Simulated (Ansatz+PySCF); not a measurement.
Values are calculated unless marked as measured or tabulated.
## PySCF 2.14.0 run

```python
from pyscf import gto, scf, mp

mol = gto.M(atom="""
N 0.000000 0.000000 0.966990
H 0.937310 0.000000 1.348540
H -0.468660 -0.811740 1.348540
H -0.468660 0.811740 1.348540
Li 0.000000 0.000000 -1.034730
""", basis={'H': 'cc-pvtz', 'Li': 'cc-pcvtz', 'N': 'cc-pvtz'}, charge=0, spin=1)
mf = scf.UHF(mol)
mf.kernel()
pt = mp.MP2(mf, frozen=1).run()
print(mf.e_tot, pt.e_corr, pt.e_tot)
```

The script is written out from the run's settings.

Output:

```json
{
 "Converged": "yes",
 "Reference energy": "-63.67244 hartree",
 "Correlation energy": "-0.27564 hartree",
 "Total energy": "-63.94808 hartree",
 "Spin squared of the determinant": "0.750"
}
```
